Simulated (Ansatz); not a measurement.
Geometry optimisation, Ansatz, RKS BLYP-D4/6-31G*.

Input:

```yaml
crystal:
  periodic: [false, false, false]
  atoms:
    - { symbol: Si, position_ang: [0.192526, -0.324169, -0.441019] }
    - { symbol: O, position_ang: [0.165446, 0.031341, 2.434389] }
    - { symbol: C, position_ang: [-1.116899, -0.354341, 2.967754] }
    - { symbol: H, position_ang: [-1.69633, -0.985274, 2.261353] }
    - { symbol: H, position_ang: [-1.02798, -0.894387, 3.931753] }
    - { symbol: H, position_ang: [-1.678772, 0.576869, 3.140855] }
    - { symbol: H, position_ang: [1.33237, 0.138833, -1.30066] }
    - { symbol: H, position_ang: [-0.536914, 0.864282, 0.073763] }
    - { symbol: H, position_ang: [-0.744683, -1.101366, -1.323633] }
    - { symbol: H, position_ang: [0.742471, -1.28007, 0.534947] }
    - { symbol: H, position_ang: [0.693767, -0.803718, 2.336898] }
basis:
  gaussian: { orbitals: "6-31G*" }
hamiltonian:
  xc: blyp
  dispersion: d4
relax:
  f_tol: 0.03
  max_steps: 50
```

Command:

```bash
$ ansatz run input.yaml --threads 1 --pin off --max-ram 2048MiB --backend cpu --events-out ev --progress --plain --runs-dir out
```

Problem. Where does it end, and by what steps?

Solution. It converged. After 15 steps the energy has fallen by 0.297 eV; H9 moved furthest, 1.00 Å.

```json
{"step": "0", "energy less start (eV)": "0.0000", "largest force component (eV/Å)": "0.799", "accepted": "yes"}
{"step": "1", "energy less start (eV)": "-0.1422", "largest force component (eV/Å)": "0.334", "accepted": "yes"}
{"step": "2", "energy less start (eV)": "-0.2017", "largest force component (eV/Å)": "0.223", "accepted": "yes"}
{"step": "3", "energy less start (eV)": "-0.1632", "largest force component (eV/Å)": "0.894", "accepted": "no"}
{"step": "4", "energy less start (eV)": "-0.2127", "largest force component (eV/Å)": "0.238", "accepted": "yes"}
{"step": "5", "energy less start (eV)": "-0.2219", "largest force component (eV/Å)": "0.121", "accepted": "yes"}
{"step": "6", "energy less start (eV)": "-0.2310", "largest force component (eV/Å)": "0.190", "accepted": "yes"}
{"step": "7", "energy less start (eV)": "-0.2388", "largest force component (eV/Å)": "0.369", "accepted": "yes"}
{"step": "8", "energy less start (eV)": "-0.2591", "largest force component (eV/Å)": "0.254", "accepted": "yes"}
{"step": "9", "energy less start (eV)": "-0.2804", "largest force component (eV/Å)": "0.113", "accepted": "yes"}
{"step": "10", "energy less start (eV)": "-0.2891", "largest force component (eV/Å)": "0.247", "accepted": "yes"}
{"step": "11", "energy less start (eV)": "-0.2940", "largest force component (eV/Å)": "0.138", "accepted": "yes"}
{"step": "12", "energy less start (eV)": "-0.2884", "largest force component (eV/Å)": "0.448", "accepted": "no"}
{"step": "13", "energy less start (eV)": "-0.2960", "largest force component (eV/Å)": "0.045", "accepted": "yes"}
{"step": "14", "energy less start (eV)": "-0.2964", "largest force component (eV/Å)": "0.068", "accepted": "yes"}
{"step": "15", "energy less start (eV)": "-0.2968", "largest force component (eV/Å)": "0.019", "accepted": "yes"}
```

```xyz
11
Properties=species:S:1:pos:R:3
Si 0.019 -0.422 -0.567
O 0.308 0.049 2.452
C -0.970 -0.268 3.038
H -1.519 -1.040 2.463
H -0.874 -0.601 4.090
H -1.556 0.663 3.017
H 1.316 0.291 -0.378
H -1.138 0.423 -0.154
H -0.132 -0.745 -2.025
H 0.014 -1.720 0.178
H 0.857 -0.762 2.503
```

Whether the end is a true minimum wasn't checked by a vibrational analysis.

The run took 37 s on 1 thread of Arm Neoverse V1, with other jobs on the host, peak memory 0.13 GiB.
